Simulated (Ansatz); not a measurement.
## Ansatz (development build ahead of 0.2.0) run

```yaml
crystal:
  periodic: [false, false, false]
  atoms:
    - { symbol: B, position_ang: [0.0, 0.0, 0.665] }
    - { symbol: "N", position_ang: [0.0, 0.0, -0.665] }
basis:
  gaussian: { orbitals: cc-pVDZ }
magnetization:
  initial_magnetization: 2
hamiltonian:
  xc: hf
correlation:
  method: ccsd_t
  frozen_orbitals: { B: 1, "N": 1 }
```

The input is written out in the form of the current development build from the run's settings. Correlation on restricted open-shell orbitals is semicanonical, with singles.

The run gave:

```yaml
Converged: yes
Reference_energy: -78.99202 hartree
CCSD_correlation_energy: -0.20427 hartree
Triples_correction: -0.00896 hartree
Total_energy: -79.20524 hartree
Spin_squared_of_the_determinant: 2.000
```
